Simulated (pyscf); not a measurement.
A first-order saddle from PySCF, ωB97X-D3(BJ)/def2-SVP:

```xyz
17

Be    -0.6169     0.0614     1.1942
C      0.7411    -0.9802     0.6164
C     -0.3349    -1.3449    -0.4164
C     -1.0248     1.6811     0.8351
C     -0.3676     2.2638    -0.4265
H      1.5134    -0.2958     0.2383
H      1.2320    -1.8717     1.0301
H     -0.3884    -2.4216    -0.6320
H     -0.2300    -0.7903    -1.3582
H     -1.3786    -1.1106    -0.0457
H     -2.1235     1.8008     0.7690
H     -0.7404     2.2995     1.7104
H      0.7338     2.1979    -0.3804
H     -0.6172     3.3268    -0.5928
H     -0.6790     1.7219    -1.3372
H     -1.0242    -0.8280     2.2956
H     -0.0904    -0.9966     1.9117
```

Surface: singlet, charge 0. Lowest wavenumbers (cm⁻¹): 1192i, 18, 127, 145, 185.

Question: What reaction is this the transition state of?

Answer: H₃C–CH₂–Be–CH₂–CH₃ (SMILES C[CH2][Be][CH2]C) + H₂ (SMILES [H][H]) ⇌ HBe–CH₂–CH₃ (SMILES [BeH][CH2]C) + H₃C–CH₃ (SMILES CC), a four-centre exchange read from left to right: Be–C, H–H broken and Be–H, C–H formed. At ωB97M-D3(BJ)/def2-TZVP it lies +100.2 kJ/mol from the left side and +130.6 kJ/mol from the right (each side as separated species at their lowest minima found). At the saddle there is also a short Be–H contact that neither side keeps. HBe–CH₂–CH₃ lies 75.2 kJ/mol over its isomer H₃C–Be–CH₃ (electronic energy, ωB97M-D3(BJ)/def2-TZVP). One saddle was located; it need not be the lowest between these sides.
